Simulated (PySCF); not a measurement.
Calculation: r2SCAN-D4/def2-TZVP // r2SCAN-D4/def2-SVP (PySCF 2.14.0). Gas-phase values, no solvent. 

Reference species (SMILES): `[OH]` (neutral, multiplicity 2).

- dipole moment: 1.76 D
- highest occupied spin orbital: -7.57 eV

Changed species: `C[O]` (free radical OCH3; the reference has free radical OH).

Task: Predict the effect on the dipole moment and highest occupied spin orbital.

Result: the dipole moment increases by 0.26 D, to 2.02 D; the highest occupied spin orbital rises by 1.22 eV, to -6.35 eV.
